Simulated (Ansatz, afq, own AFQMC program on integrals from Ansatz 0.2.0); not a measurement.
**Atomization energy of RuH, sextet**

```tsv
atom	x (Å)	y (Å)	z (Å)
Ru	0.0000	0.0000	0.0000
H	0.0000	0.0000	1.7532
```

Atoms in their ground-state spins without spin–orbit coupling (mostly on UHF) minus the molecule (UHF), without zero-point energy. The geometry is a stationary point, not shown to be a minimum.

Basis def2-TZVPP with its core potentials. Noble-gas cores (and the filled d shells of Ga–Kr and In–Xe) are frozen. AFQMC by an in-house program on the Cholesky factors that Ansatz 0.2.0 writes for its CCSD(T) run. The CISD trial takes its coefficients from CCSD amplitudes. Released means that phaseless walkers are propagated on without the constraint, phases kept. Free projection: walkers drawn from exp(T), propagated without any constraint. Its projection time is finite, and what remains of the start isn't in its error. Uncertainties: one standard error, sampling alone. No spin–orbit coupling. The metal's outer-core s and p shells are frozen, which shifts wave-function levels against functionals. The errors of all members are added in quadrature.

No full CI on the walks' own integrals is used here; CCSDT(Q) serves as the reference and is uncertain by about the last step of the cluster series. Each member takes its own surest rung, up to full CI.

The best estimate is CCSD(T) at the basis-set limit (CBS: def2-TZVPP and def2-QZVPP, with their diffuse functions for anions and beside diffuse sets, CCSD(T) itself extrapolated) plus the step from CCSD(T) to CCSDT(Q) in def2-TZVPP. Rows without CBS are in def2-TZVPP; B2PLYP and the wave-function rows carry a basis error of their own. Core correlation and relativity beyond core potentials are missing, and ± holds the sampling alone.

Cautions: no spin-orbit coupling; outer-core shells of the metal frozen; RuH (sextet): lower spins were not checked, higher spins were not checked, its ph-AFQMC/CISD value lies 18.8 ± 1.5 meV above CCSDT(Q); Ru (quintet): its ph-AFQMC/CISD value lies 21.4 ± 1.6 meV above CCSDT(Q).

| level | atomization energy (eV) |
| --- | --- |
| CCSD | 1.368 |
| PBE0 | 1.213 |
| MP2 | 1.051 |

(1) From these cheaper values, estimate the atomization energy at the level of the best estimate.

(1) 1.297 eV (best estimate, highest rung CCSDT(Q)).

| level | atomization energy (eV) | error against the best estimate (eV) |
| --- | --- | --- |
| HF | 1.147 | -0.150 |
| CCSD(T) | 1.354 | 0.057 |
| CCSDT | 1.364 | 0.067 |
| CCSDT(Q) | 1.365 | 0.068 |
| ph-AFQMC/CISD | 1.367 ± 0.002 | 0.070 ± 0.002 |
| released AFQMC | 1.369 ± 0.007 | 0.072 ± 0.007 |
| free AFQMC | 1.367 ± 0.006 | 0.070 ± 0.006 |
| HF/CBS | 1.146 | -0.151 |
| MP2/CBS | 0.983 | -0.314 |
| CCSD(T)/CBS | 1.286 | -0.011 |
| PBE | 1.220 | -0.076 |
| r2SCAN | 1.485 | 0.188 |
| B3LYP | 1.185 | -0.112 |
| wB97M-V | 1.343 | 0.046 |
| B2PLYP | 1.167 | -0.130 |

Correlation beyond CCSD(T) adds 0.011 eV. Going to the basis-set limit takes off 0.068 eV at CCSD(T). The perturbative (T) step is worth −0.014 eV.

Best estimates are given only where the step beyond CCSD(T) is under 0.3 eV and no member's determinant is very poor (T1 over 0.05, or 0.07 for open shells, ⟨S²⟩ too high by 0.3, two states mixed), so the hardest cases are missing from such tables.

The functionals ran in a triple-zeta set and keep a basis error of their own, a few kJ/mol for each bond in atomization energies and more for double hybrids, so close places among them and the extrapolated levels can swap.

CCSDT and higher add their correlation energy to the determinant of the CCSD(T) run, since their own runs factorise the integrals more tightly (a shift of under 2 meV). Free projections are given only where their last times agree within the noise and don't stop above the reference; a slow remainder of the start can still hide under it. Each member of a difference takes its own highest rung, so a best estimate needn't equal the limit plus the step of one row. A walk keeps the symmetry of its determinant, which the program's search chose and which needn't be the lowest solution, so a lower state of the same spin and another symmetry isn't excluded. Released energies are given only where the last usable release times agree within the noise; a slower fall can still hide under it. The exponents were fitted on light atoms, and def2 sets of heavy atoms don't grow evenly, so the limit is rough here.
